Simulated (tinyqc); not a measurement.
ROHF in the sto-3g basis, for NH, spin multiplicity 3, step by step (part 1 of 2). Computed by tinyqc, a small Python program that keeps every step (integrals from PySCF). Settings: charge = 0, multiplicity = 3, basis = sto-3g, energy threshold = 1e-10, iteration cap = 68, orthogonalisation = symmetric, start = highest core orbitals, DIIS depth = 8, method = ROHF. Command: `OMP_NUM_THREADS=1 python tinyqc.py 26906 26907 out.jsonl` (the two numbers bound the seeds that draw the settings). One thread of a shared host (Intel(R) Xeon(R) Processor @ 2.60GHz), about 0.09 s of CPU time with the checks. Later iterations appear only in the table of the cycle.

## One-electron integrals

Geometry (angstrom):

| atom | x | y | z |
|---|---|---|---|
| N | 0.0000 | 0.0000 | 0.0000 |
| H | 0.0000 | 0.0000 | 1.7260 |

Basis sto-3g: exponents (1/bohr^2) and contraction coefficients of normalised primitives:

| element | l (shell) | exponent | coefficient |
|---|---|---|---|
| N | s (1) | 99.1062 | 0.1543 |
| N | s (1) | 18.0523 | 0.5353 |
| N | s (1) | 4.8857 | 0.4446 |
| N | s (2) | 3.7805 | -0.1000 |
| N | s (2) | 0.8785 | 0.3995 |
| N | s (2) | 0.2857 | 0.7001 |
| N | p (3) | 3.7805 | 0.1559 |
| N | p (3) | 0.8785 | 0.6077 |
| N | p (3) | 0.2857 | 0.3920 |
| H | s (1) | 3.4253 | 0.1543 |
| H | s (1) | 0.6239 | 0.5353 |
| H | s (1) | 0.1689 | 0.4446 |

Overlap, kinetic and nuclear-attraction integrals over the contracted functions; the nuclear repulsion is the sum of Za Zb / Rab.

nuclear repulsion = 2.146142 hartree

overlap S:
```
         1N 1s   1N 2s  1N 2px  1N 2py  1N 2pz   2H 1s
1N 1s   1.0000  0.2350  0.0000  0.0000  0.0000  0.0116
1N 2s   0.2350  1.0000  0.0000  0.0000  0.0000  0.1669
1N 2px  0.0000  0.0000  1.0000  0.0000  0.0000  0.0000
1N 2py  0.0000  0.0000  0.0000  1.0000  0.0000  0.0000
1N 2pz  0.0000  0.0000  0.0000  0.0000  1.0000  0.1858
2H 1s   0.0116  0.1669  0.0000  0.0000  0.1858  1.0000
```

kinetic energy T (hartree):
```
          1N 1s    1N 2s  1N 2px  1N 2py  1N 2pz    2H 1s
1N 1s   21.9908  -0.1284  0.0000  0.0000  0.0000  -0.0032
1N 2s   -0.1284   0.6070  0.0000  0.0000  0.0000  -0.0109
1N 2px   0.0000   0.0000  1.8994  0.0000  0.0000   0.0000
1N 2py   0.0000   0.0000  0.0000  1.8994  0.0000   0.0000
1N 2pz   0.0000   0.0000  0.0000  0.0000  1.8994   0.0203
2H 1s   -0.0032  -0.0109  0.0000  0.0000  0.0203   0.7600
```

nuclear attraction V (hartree):
```
           1N 1s    1N 2s   1N 2px   1N 2py   1N 2pz    2H 1s
1N 1s   -46.4926  -5.5050   0.0000   0.0000  -0.0054  -0.2772
1N 2s    -5.5050  -7.1709   0.0000   0.0000  -0.0694  -0.8176
1N 2px    0.0000   0.0000  -7.1046   0.0000   0.0000   0.0000
1N 2py    0.0000   0.0000   0.0000  -7.1046   0.0000   0.0000
1N 2pz   -0.0054  -0.0694   0.0000   0.0000  -7.1384  -0.7975
2H 1s    -0.2772  -0.8176   0.0000   0.0000  -0.7975  -3.3696
```

core Hamiltonian H = T + V (hartree):
```
           1N 1s    1N 2s   1N 2px   1N 2py   1N 2pz    2H 1s
1N 1s   -24.5018  -5.6334   0.0000   0.0000  -0.0054  -0.2803
1N 2s    -5.6334  -6.5639   0.0000   0.0000  -0.0694  -0.8285
1N 2px    0.0000   0.0000  -5.2053   0.0000   0.0000   0.0000
1N 2py    0.0000   0.0000   0.0000  -5.2053   0.0000   0.0000
1N 2pz   -0.0054  -0.0694   0.0000   0.0000  -5.2391  -0.7772
2H 1s    -0.2803  -0.8285   0.0000   0.0000  -0.7772  -2.6096
```

## Two-electron integrals

Functions are numbered as in S; the eight-fold symmetry (ij|kl) = (ji|kl) = (kl|ij) leaves the list below.

Two-electron integrals (ij|kl) in chemists' order, unique and non-zero (hartree):
```
(11|11) 4.1666     (21|11) 0.6408     (21|21) 0.1175     (22|11) 0.9699
(22|21) 0.2209     (22|22) 0.7082     (31|31) 0.0210     (32|31) 0.0325
(32|32) 0.1564     (33|11) 0.9671     (33|21) 0.2210     (33|22) 0.7081
(33|33) 0.7628     (41|41) 0.0210     (42|41) 0.0325     (42|42) 0.1564
(43|43) 0.0411     (44|11) 0.9671     (44|21) 0.2210     (44|22) 0.7081
(44|33) 0.6806     (44|44) 0.7628     (51|51) 0.0210     (52|51) 0.0325
(52|52) 0.1564     (53|53) 0.0411     (54|54) 0.0411     (55|11) 0.9671
(55|21) 0.2210     (55|22) 0.7081     (55|33) 0.6806     (55|44) 0.6806
(55|55) 0.7628     (61|11) 0.0319     (61|21) 0.0058     (61|22) 0.0109
(61|33) 0.0109     (61|44) 0.0109     (61|51) 2.83e-04   (61|52) 0.0005
(61|55) 0.0109     (61|61) 2.91e-04   (62|11) 0.1028     (62|21) 0.0238
(62|22) 0.0880     (62|33) 0.0862     (62|44) 0.0862     (62|51) 0.0019
(62|52) 0.0168     (62|55) 0.0917     (62|61) 0.0012     (62|62) 0.0162
(63|31) 0.0021     (63|32) 0.0131     (63|53) 0.0031     (63|63) 0.0018
(64|41) 0.0021     (64|42) 0.0131     (64|54) 0.0031     (64|64) 0.0018
(65|11) 0.0950     (65|21) 0.0222     (65|22) 0.0875     (65|33) 0.0837
(65|44) 0.0837     (65|51) 0.0035     (65|52) 0.0275     (65|55) 0.0948
(65|61) 0.0012     (65|62) 0.0193     (65|65) 0.0244     (66|11) 0.3061
(66|21) 0.0719     (66|22) 0.3043     (66|33) 0.2944     (66|44) 0.2944
(66|51) 0.0054     (66|52) 0.0662     (66|55) 0.3240     (66|61) 0.0036
(66|62) 0.0811     (66|65) 0.1086     (66|66) 0.7746
```

## Orthogonalisation

S = U s U^T; symmetric (Loewdin) form X = U s^(-1/2) U^T, so that X^T S X = 1.

eigenvalues of S: 0.6924  0.8547  1.0000  1.0000  1.1337  1.3192

X:
```
          1N 1s    1N 2s  1N 2px  1N 2py   1N 2pz    2H 1s
1N 1s    1.0218  -0.1233  0.0000  0.0000  -0.0016   0.0098
1N 2s   -0.1233   1.0332  0.0000  0.0000   0.0125  -0.0889
1N 2px   0.0000   0.0000  1.0000  0.0000   0.0000   0.0000
1N 2py   0.0000   0.0000  0.0000  1.0000   0.0000   0.0000
1N 2pz  -0.0016   0.0125  0.0000  0.0000   1.0136  -0.0968
2H 1s    0.0098  -0.0889  0.0000  0.0000  -0.0968   1.0247
```

## Starting guess

The start is the highest orbitals of the core Hamiltonian (a deliberately bad start); D(s) = C_occ C_occ^T for each spin.

D(alpha) at the start:
```
          1N 1s    1N 2s  1N 2px  1N 2py   1N 2pz    2H 1s
1N 1s    0.0561  -0.2470  0.0000  0.0000  -0.0059   0.0303
1N 2s   -0.2470   1.0906  0.0000  0.0000   0.0345  -0.1854
1N 2px   0.0000   0.0000  1.0000  0.0000   0.0000   0.0000
1N 2py   0.0000   0.0000  0.0000  1.0000   0.0000   0.0000
1N 2pz  -0.0059   0.0345  0.0000  0.0000   1.0369  -0.1984
2H 1s    0.0303  -0.1854  0.0000  0.0000  -0.1984   1.0675
```

D(beta) at the start:
```
          1N 1s    1N 2s  1N 2px  1N 2py   1N 2pz    2H 1s
1N 1s    0.0003  -0.0020  0.0000  0.0000  -0.0018   0.0167
1N 2s   -0.0020   0.0149  0.0000  0.0000   0.0138  -0.1254
1N 2px   0.0000   0.0000  1.0000  0.0000   0.0000   0.0000
1N 2py   0.0000   0.0000  0.0000  1.0000   0.0000   0.0000
1N 2pz  -0.0018   0.0138  0.0000  0.0000   0.0129  -0.1167
2H 1s    0.0167  -0.1254  0.0000  0.0000  -0.1167   1.0578
```

## Iteration 1: building the Fock matrix

J_ij = sum D_kl (ij|kl) with D = D(alpha) + D(beta), K_ij = sum D_kl (ik|jl) for each spin; F = H + J - K(s); E = tr D H + tr D J / 2 - 0.5 sum_s tr D(s) K(s) + E_nn.

Coulomb J (hartree):
```
         1N 1s   1N 2s  1N 2px  1N 2py  1N 2pz   2H 1s
1N 1s   6.4013  1.4623  0.0000  0.0000  0.0108  0.0722
1N 2s   1.4623  4.8412  0.0000  0.0000  0.1276  0.6840
1N 2px  0.0000  0.0000  4.8487  0.0000  0.0000  0.0000
1N 2py  0.0000  0.0000  0.0000  4.8487  0.0000  0.0000
1N 2pz  0.0108  0.1276  0.0000  0.0000  4.8231  0.7317
2H 1s   0.0722  0.6840  0.0000  0.0000  0.7317  3.3694
```

exchange K(alpha) (hartree):
```
         1N 1s   1N 2s  1N 2px  1N 2py  1N 2pz   2H 1s
1N 1s   0.1088  0.1045  0.0000  0.0000  0.0000  0.0073
1N 2s   0.1045  1.1244  0.0000  0.0000  0.0067  0.1585
1N 2px  0.0000  0.0000  0.9983  0.0000  0.0000  0.0000
1N 2py  0.0000  0.0000  0.0000  0.9983  0.0000  0.0000
1N 2pz  0.0000  0.0067  0.0000  0.0000  1.0074  0.1575
2H 1s   0.0073  0.1585  0.0000  0.0000  0.1575  0.8012
```

exchange K(beta) (hartree):
```
         1N 1s   1N 2s  1N 2px  1N 2py  1N 2pz   2H 1s
1N 1s   0.0423  0.0651  0.0000  0.0000  0.0000  0.0036
1N 2s   0.0651  0.3166  0.0000  0.0000  0.0053  0.0662
1N 2px  0.0000  0.0000  0.8046  0.0000  0.0000  0.0000
1N 2py  0.0000  0.0000  0.0000  0.8046  0.0000  0.0000
1N 2pz  0.0000  0.0053  0.0000  0.0000  0.0912  0.0731
2H 1s   0.0036  0.0662  0.0000  0.0000  0.0731  0.7785
```

F(alpha) (hartree):
```
           1N 1s    1N 2s   1N 2px   1N 2py   1N 2pz    2H 1s
1N 1s   -18.2093  -4.2756   0.0000   0.0000   0.0054  -0.2155
1N 2s    -4.2756  -2.8472   0.0000   0.0000   0.0515  -0.3030
1N 2px    0.0000   0.0000  -1.3549   0.0000   0.0000   0.0000
1N 2py    0.0000   0.0000   0.0000  -1.3549   0.0000   0.0000
1N 2pz    0.0054   0.0515   0.0000   0.0000  -1.4234  -0.2031
2H 1s    -0.2155  -0.3030   0.0000   0.0000  -0.2031  -0.0415
```

F(beta) (hartree):
```
           1N 1s    1N 2s   1N 2px   1N 2py   1N 2pz    2H 1s
1N 1s   -18.1428  -4.2362   0.0000   0.0000   0.0054  -0.2117
1N 2s    -4.2362  -2.0393   0.0000   0.0000   0.0529  -0.2107
1N 2px    0.0000   0.0000  -1.1612   0.0000   0.0000   0.0000
1N 2py    0.0000   0.0000   0.0000  -1.1612   0.0000   0.0000
1N 2pz    0.0054   0.0529   0.0000   0.0000  -0.5072  -0.1186
2H 1s    -0.2117  -0.2107   0.0000   0.0000  -0.1186  -0.0187
```

total energy of this density = -20.393321 hartree

## Iteration 1: Roothaan effective Fock matrix

With projectors Pc = D(beta) S, Po = (D(alpha) - D(beta)) S, Pv = 1 - D(alpha) S, the block xy is Px^T F Py; with Fc = (F(alpha) + F(beta))/2, the blocks are Fc for cc, oo, vv and cv, F(beta) for co and F(alpha) for ov.

effective F (hartree):
```
           1N 1s    1N 2s   1N 2px   1N 2py   1N 2pz    2H 1s
1N 1s   -18.1762  -4.2653   0.0000   0.0000   0.0054  -0.2148
1N 2s    -4.2653  -2.4477   0.0000   0.0000   0.0516  -0.2589
1N 2px    0.0000   0.0000  -1.2580   0.0000   0.0000   0.0000
1N 2py    0.0000   0.0000   0.0000  -1.2580   0.0000   0.0000
1N 2pz    0.0054   0.0516   0.0000   0.0000  -0.9666  -0.1696
2H 1s    -0.2148  -0.2589   0.0000   0.0000  -0.1696  -0.0324
```

## Iteration 1: diagonalisation and new density

Diagonalise F' = X^T F X, C = X C', fill 5 alpha and 3 beta electrons from the bottom; D(s) = C_occ C_occ^T. Each column has its largest component positive (the first on a tie).

F' = X^T F X (hartree):
```
          1        2        3        4        5        6
1  -17.9440  -1.9523   0.0000   0.0000  -0.0044  -0.0084
2   -1.9523  -1.7584   0.0000   0.0000   0.0583  -0.0966
3    0.0000   0.0000  -1.2580   0.0000   0.0000   0.0000
4    0.0000   0.0000   0.0000  -1.2580   0.0000   0.0000
5   -0.0044   0.0583   0.0000   0.0000  -0.9585  -0.0875
6   -0.0084  -0.0966   0.0000   0.0000  -0.0875   0.0206
```

orbital energies (hartree): MO1 -18.1762, MO2 -1.5369, MO3 -1.2580, MO4 -1.2580, MO5 -0.9619, MO6 0.0348

coefficients C:
```
            MO1      MO2     MO3      MO4      MO5      MO6
1N 1s    1.0001  -0.2410  0.0000   0.0000  -0.0216   0.0243
1N 2s   -0.0005   1.0284  0.0000   0.0000   0.0937  -0.1560
1N 2px   0.0000   0.0000  0.0690   0.9976   0.0000   0.0000
1N 2py   0.0000   0.0000  0.9976  -0.0690   0.0000   0.0000
1N 2pz  -0.0004  -0.0860  0.0000   0.0000   0.9968  -0.1895
2H 1s    0.0004  -0.0232  0.0000   0.0000  -0.0046   1.0329
```

D(alpha) after iteration 1:
```
          1N 1s    1N 2s  1N 2px  1N 2py   1N 2pz    2H 1s
1N 1s    1.0588  -0.2504  0.0000  0.0000  -0.0012   0.0061
1N 2s   -0.2504   1.0664  0.0000  0.0000   0.0049  -0.0243
1N 2px   0.0000   0.0000  1.0000  0.0000   0.0000   0.0000
1N 2py   0.0000   0.0000  0.0000  1.0000   0.0000   0.0000
1N 2pz  -0.0012   0.0049  0.0000  0.0000   1.0009  -0.0026
2H 1s    0.0061  -0.0243  0.0000  0.0000  -0.0026   0.0006
```

D(beta) after iteration 1:
```
          1N 1s    1N 2s  1N 2px  1N 2py   1N 2pz    2H 1s
1N 1s    1.0583  -0.2484  0.0000  0.0000   0.0204   0.0060
1N 2s   -0.2484   1.0576  0.0000  0.0000  -0.0885  -0.0239
1N 2px   0.0000   0.0000  0.0048  0.0688   0.0000   0.0000
1N 2py   0.0000   0.0000  0.0688  0.9952   0.0000   0.0000
1N 2pz   0.0204  -0.0885  0.0000  0.0000   0.0074   0.0020
2H 1s    0.0060  -0.0239  0.0000  0.0000   0.0020   0.0005
```

Within a degenerate level the vectors are fixed only up to a rotation; this is one choice.

## Iteration 2: building the Fock matrix

As before.

Coulomb J (hartree):
```
          1N 1s    1N 2s  1N 2px  1N 2py   1N 2pz   2H 1s
1N 1s   14.1095   2.5925  0.0000  0.0000  -0.0048  0.1282
1N 2s    2.5925   6.1674  0.0000  0.0000  -0.0265  0.7276
1N 2px   0.0000   0.0000  6.1338  0.0057   0.0000  0.0000
1N 2py   0.0000   0.0000  0.0057  6.2152   0.0000  0.0000
1N 2pz  -0.0048  -0.0265  0.0000  0.0000   6.1335  0.7053
2H 1s    0.1282   0.7276  0.0000  0.0000   0.7053  2.4146
```

exchange K(alpha) (hartree):
```
         1N 1s   1N 2s  1N 2px  1N 2py  1N 2pz   2H 1s
1N 1s   4.2789  0.7390  0.0000  0.0000  0.0001  0.0397
1N 2s   0.7390  1.2344  0.0000  0.0000  0.0012  0.1381
1N 2px  0.0000  0.0000  1.0172  0.0000  0.0000  0.0000
1N 2py  0.0000  0.0000  0.0000  1.0172  0.0000  0.0000
1N 2pz  0.0001  0.0012  0.0000  0.0000  1.0168  0.1164
2H 1s   0.0397  0.1381  0.0000  0.0000  0.1164  0.0412
```

exchange K(beta) (hartree):
```
          1N 1s    1N 2s  1N 2px  1N 2py   1N 2pz   2H 1s
1N 1s    4.2367   0.6743  0.0000  0.0000  -0.0023  0.0340
1N 2s    0.6743   0.9173  0.0000  0.0000  -0.0734  0.0882
1N 2px   0.0000   0.0000  0.2158  0.0497   0.0000  0.0000
1N 2py   0.0000   0.0000  0.0497  0.9306   0.0000  0.0000
1N 2pz  -0.0023  -0.0734  0.0000  0.0000   0.2174  0.0098
2H 1s    0.0340   0.0882  0.0000  0.0000   0.0098  0.0125
```

F(alpha) (hartree):
```
           1N 1s    1N 2s   1N 2px   1N 2py   1N 2pz    2H 1s
1N 1s   -14.6712  -3.7800   0.0000   0.0000  -0.0103  -0.1918
1N 2s    -3.7800  -1.6308   0.0000   0.0000  -0.0971  -0.2390
1N 2px    0.0000   0.0000  -0.0887   0.0057   0.0000   0.0000
1N 2py    0.0000   0.0000   0.0057  -0.0073   0.0000   0.0000
1N 2pz   -0.0103  -0.0971   0.0000   0.0000  -0.1223  -0.1884
2H 1s    -0.1918  -0.2390   0.0000   0.0000  -0.1884  -0.2362
```

F(beta) (hartree):
```
           1N 1s    1N 2s   1N 2px   1N 2py   1N 2pz    2H 1s
1N 1s   -14.6290  -3.7153   0.0000   0.0000  -0.0080  -0.1861
1N 2s    -3.7153  -1.3138   0.0000   0.0000  -0.0224  -0.1891
1N 2px    0.0000   0.0000   0.7127  -0.0440   0.0000   0.0000
1N 2py    0.0000   0.0000  -0.0440   0.0794   0.0000   0.0000
1N 2pz   -0.0080  -0.0224   0.0000   0.0000   0.6771  -0.0817
2H 1s    -0.1861  -0.1891   0.0000   0.0000  -0.0817  -0.2075
```

total energy of this density = -53.621071 hartree

## Iteration 2: Roothaan effective Fock matrix

As before.

effective F (hartree):
```
           1N 1s    1N 2s   1N 2px   1N 2py   1N 2pz    2H 1s
1N 1s   -14.6501  -3.7473   0.0000   0.0000  -0.0056  -0.1883
1N 2s    -3.7473  -1.4694   0.0000   0.0000  -0.0431  -0.2083
1N 2px    0.0000   0.0000   0.3120  -0.0192   0.0000   0.0000
1N 2py    0.0000   0.0000  -0.0192   0.0360   0.0000   0.0000
1N 2pz   -0.0056  -0.0431   0.0000   0.0000   0.2746  -0.1072
2H 1s    -0.1883  -0.2083   0.0000   0.0000  -0.1072  -0.2108
```

## Iteration 2: DIIS over 2 matrices

error matrix X^T (FDS - SDF) X:
```
         1        2       3       4        5        6
1   0.0000   0.0079  0.0000  0.0000   0.0322  -0.0818
2  -0.0079   0.0000  0.0000  0.0000   0.1133   0.1392
3   0.0000   0.0000  0.0000  0.0000   0.0000   0.0000
4   0.0000   0.0000  0.0000  0.0000   0.0000   0.0000
5  -0.0322  -0.1133  0.0000  0.0000   0.0000   0.1433
6   0.0818  -0.1392  0.0000  0.0000  -0.1433   0.0000
```

B (overlaps of the stored error matrices):
```
                1               2
1   3.8286654e-02  -3.6649018e-02
2  -3.6649018e-02   1.2110365e-01
```

Minimise |sum c_i e_i|^2 with sum c_i = 1: solve [B -1; -1 0][c; lambda] = [0; -1] with B_ij = tr e_i^T e_j, and take F = sum c_i F_i.

DIIS coefficients: 0.6780  0.3220

extrapolated F (hartree):
```
           1N 1s    1N 2s   1N 2px   1N 2py   1N 2pz    2H 1s
1N 1s   -17.0406  -4.0985   0.0000   0.0000   0.0018  -0.2062
1N 2s    -4.0985  -2.1326   0.0000   0.0000   0.0211  -0.2426
1N 2px    0.0000   0.0000  -0.7524  -0.0062   0.0000   0.0000
1N 2py    0.0000   0.0000  -0.0062  -0.8413   0.0000   0.0000
1N 2pz    0.0018   0.0211   0.0000   0.0000  -0.5669  -0.1495
2H 1s    -0.2062  -0.2426   0.0000   0.0000  -0.1495  -0.0899
```

## Iteration 2: diagonalisation and new density

As before.

F' = X^T F X (hartree):
```
          1        2        3        4        5        6
1  -16.7955  -1.9572   0.0000   0.0000  -0.0055  -0.0026
2   -1.9572  -1.4513   0.0000   0.0000   0.0318  -0.0989
3    0.0000   0.0000  -0.7524  -0.0062   0.0000   0.0000
4    0.0000   0.0000  -0.0062  -0.8413   0.0000   0.0000
5   -0.0055   0.0318   0.0000   0.0000  -0.5531  -0.0972
6   -0.0026  -0.0989   0.0000   0.0000  -0.0972  -0.0409
```

orbital energies (hartree): MO1 -17.0412, MO2 -1.2146, MO3 -0.8417, MO4 -0.7520, MO5 -0.5706, MO6 -0.0143

coefficients C:
```
            MO1      MO2     MO3      MO4      MO5      MO6
1N 1s    0.9985  -0.2478  0.0000   0.0000  -0.0054   0.0304
1N 2s    0.0063   1.0289  0.0000   0.0000   0.0182  -0.1782
1N 2px   0.0000   0.0000  0.0690   0.9976   0.0000   0.0000
1N 2py   0.0000   0.0000  0.9976  -0.0690   0.0000   0.0000
1N 2pz   0.0000  -0.0324  0.0000   0.0000   0.9784  -0.2802
2H 1s   -0.0004  -0.0036  0.0000   0.0000   0.0919   1.0291
```

D(alpha) after iteration 2:
```
          1N 1s    1N 2s  1N 2px  1N 2py   1N 2pz    2H 1s
1N 1s    1.0585  -0.2488  0.0000  0.0000   0.0027   0.0000
1N 2s   -0.2488   1.0589  0.0000  0.0000  -0.0155  -0.0021
1N 2px   0.0000   0.0000  1.0000  0.0000   0.0000   0.0000
1N 2py   0.0000   0.0000  0.0000  1.0000   0.0000   0.0000
1N 2pz   0.0027  -0.0155  0.0000  0.0000   0.9583   0.0900
2H 1s    0.0000  -0.0021  0.0000  0.0000   0.0900   0.0085
```

D(beta) after iteration 2:
```
          1N 1s    1N 2s  1N 2px  1N 2py   1N 2pz    2H 1s
1N 1s    1.0584  -0.2487  0.0000  0.0000   0.0080   0.0005
1N 2s   -0.2487   1.0586  0.0000  0.0000  -0.0333  -0.0037
1N 2px   0.0000   0.0000  0.0048  0.0688   0.0000   0.0000
1N 2py   0.0000   0.0000  0.0688  0.9952   0.0000   0.0000
1N 2pz   0.0080  -0.0333  0.0000  0.0000   0.0010   0.0001
2H 1s    0.0005  -0.0037  0.0000  0.0000   0.0001   0.0000
```

## Iteration 16 (converged): orbitals

converged F (hartree):
```
           1N 1s    1N 2s   1N 2px   1N 2py   1N 2pz    2H 1s
1N 1s   -15.3537  -3.8910   0.0000   0.0000  -0.0096  -0.1971
1N 2s    -3.8910  -1.8198   0.0000   0.0000   0.0027  -0.2717
1N 2px    0.0000   0.0000  -0.0719   0.0000   0.0000   0.0000
1N 2py    0.0000   0.0000   0.0000  -0.0719   0.0000   0.0000
1N 2pz   -0.0096   0.0027   0.0000   0.0000  -0.1068  -0.2852
2H 1s    -0.1971  -0.2717   0.0000   0.0000  -0.2852  -0.1618
```

As before.

F' = X^T F X (hartree):
```
          1        2        3        4        5        6
1  -15.0815  -1.9889   0.0000   0.0000  -0.0189   0.0125
2   -1.9889  -1.1397   0.0000   0.0000   0.0383  -0.1527
3    0.0000   0.0000  -0.0719   0.0000   0.0000   0.0000
4    0.0000   0.0000   0.0000  -0.0719   0.0000   0.0000
5   -0.0189   0.0383   0.0000   0.0000  -0.0547  -0.2768
6    0.0125  -0.1527   0.0000   0.0000  -0.2768  -0.0778
```

orbital energies (hartree): MO1 -15.3596, MO2 -0.8904, MO3 -0.3312, MO4 -0.0719, MO5 -0.0719, MO6 0.2277

coefficients C:
```
            MO1      MO2      MO3     MO4      MO5      MO6
1N 1s    0.9949  -0.2571   0.0426  0.0000   0.0000   0.0410
1N 2s    0.0210   1.0045  -0.2025  0.0000   0.0000  -0.2005
1N 2px   0.0000   0.0000   0.0000  0.3937   0.9192   0.0000
1N 2py   0.0000   0.0000   0.0000  0.9192  -0.3937   0.0000
1N 2pz   0.0010   0.0095   0.6517  0.0000   0.0000  -0.7823
2H 1s   -0.0021   0.1054   0.6499  0.0000   0.0000   0.7962
```

D(alpha) after iteration 16:
```
          1N 1s    1N 2s  1N 2px  1N 2py   1N 2pz    2H 1s
1N 1s    1.0577  -0.2460  0.0000  0.0000   0.0263  -0.0015
1N 2s   -0.2460   1.0505  0.0000  0.0000  -0.1224  -0.0258
1N 2px   0.0000   0.0000  1.0000  0.0000   0.0000   0.0000
1N 2py   0.0000   0.0000  0.0000  1.0000   0.0000   0.0000
1N 2pz   0.0263  -0.1224  0.0000  0.0000   0.4248   0.4245
2H 1s   -0.0015  -0.0258  0.0000  0.0000   0.4245   0.4335
```

D(beta) after iteration 16:
```
          1N 1s    1N 2s  1N 2px  1N 2py   1N 2pz    2H 1s
1N 1s    1.0577  -0.2460  0.0000  0.0000   0.0263  -0.0015
1N 2s   -0.2460   1.0505  0.0000  0.0000  -0.1224  -0.0258
1N 2px   0.0000   0.0000  0.0000  0.0000   0.0000   0.0000
1N 2py   0.0000   0.0000  0.0000  0.0000   0.0000   0.0000
1N 2pz   0.0263  -0.1224  0.0000  0.0000   0.4248   0.4245
2H 1s   -0.0015  -0.0258  0.0000  0.0000   0.4245   0.4335
```

Within a degenerate level the vectors are fixed only up to a rotation; this is one choice.
